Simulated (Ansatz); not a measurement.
C2H4, SMILES `C=C` (lower singlet) (charge 0, multiplicity 1). This singlet lies 2.98 eV below the relaxed triplet at the level composite: frozen-core CCSD(T) with HF/cc-pVQZ and the correlation energy extrapolated as X^-3 from cc-pVTZ and cc-pVQZ, plus CCSDT(Q) minus CCSD(T) in cc-pVDZ // B3LYP-D3(BJ)/def2-TZVP (Ansatz, an electronic-structure program).

Level of theory: frozen-core CCSDT(Q)/cc-pVTZ // B3LYP-D3(BJ)/def2-TZVP run with Ansatz.

Ansatz 0.2 input:
```yaml
crystal:
  periodic: [false, false, false]
  atoms:
    - { symbol: C, position_ang: [0.661419, -0.031317, 0.014532] }
    - { symbol: C, position_ang: [-0.661419, 0.031317, -0.014532] }
    - { symbol: H, position_ang: [1.215217, 0.040792, 0.94286] }
    - { symbol: H, position_ang: [1.246078, -0.157333, -0.888785] }
    - { symbol: H, position_ang: [-1.246078, 0.157333, 0.888785] }
    - { symbol: H, position_ang: [-1.215217, -0.040792, -0.94286] }
basis:
  gaussian: { orbitals: cc-pVTZ }
correlation:
  method: ccsdt_q
```

Output:

```
Functional definition: HF
1482 factors; integrals over basis functions are off by at most 2.2e-7 eV
mean field evaluation 1: about -2122.7561 eV, gradient 2.4e1 eV
mean field evaluation 2: about -2122.7579 eV, gradient 2.4e1 eV
mean field evaluation 4: about -2124.2174 eV, gradient 2.0e0 eV
mean field evaluation 8: about -2124.2307 eV, gradient 7.5e-5 eV
mean field evaluation 16: about -2124.2306 eV, gradient 1.3e-1 eV
mean field -2124.23070677 eV, -78.0640386184 hartree, gradient 9.9e-7 eV, S^2 0.000000; 0 other end points of the search recorded, 0 dependent functions left out
2 core orbitals not correlated
reference -2124.23070677 eV, -78.0640386184 hartree; 6, 6 occupied and 108, 108 virtual orbitals, 1482 factors
second order -9.12033712 eV of doubles, -0.00000000 eV of singles
cycle   1  -9.48481677 eV  change   -3.6e-1 eV  update   7.9e-2
cycle   2  -9.98591584 eV  change   -5.0e-1 eV  update   3.7e-2
cycle   3  -10.23866187 eV  change   -2.5e-1 eV  update   1.6e-2
cycle   4  -10.19122925 eV  change    4.7e-2 eV  update   4.9e-3
cycle   5  -10.19974204 eV  change   -8.5e-3 eV  update   2.2e-3
cycle   6  -10.20483554 eV  change   -5.1e-3 eV  update   6.2e-4
cycle   7  -10.20454996 eV  change    2.9e-4 eV  update   2.3e-4
cycle   8  -10.20430324 eV  change    2.5e-4 eV  update   5.7e-5
cycle   9  -10.20436504 eV  change   -6.2e-5 eV  update   2.2e-5
cycle  10  -10.20436886 eV  change   -3.8e-6 eV  update   6.1e-6
cycle  11  -10.20436264 eV  change    6.2e-6 eV  update   2.2e-6
cycle  12  -10.20436707 eV  change   -4.4e-6 eV  update   8.1e-7
cycle  13  -10.20436770 eV  change   -6.3e-7 eV  update   2.4e-7
perturbative correction -0.01980701 eV, -0.0007278941 hartree
Total energy: -2134.45488148 eV, -78.4397701089 hartree
```
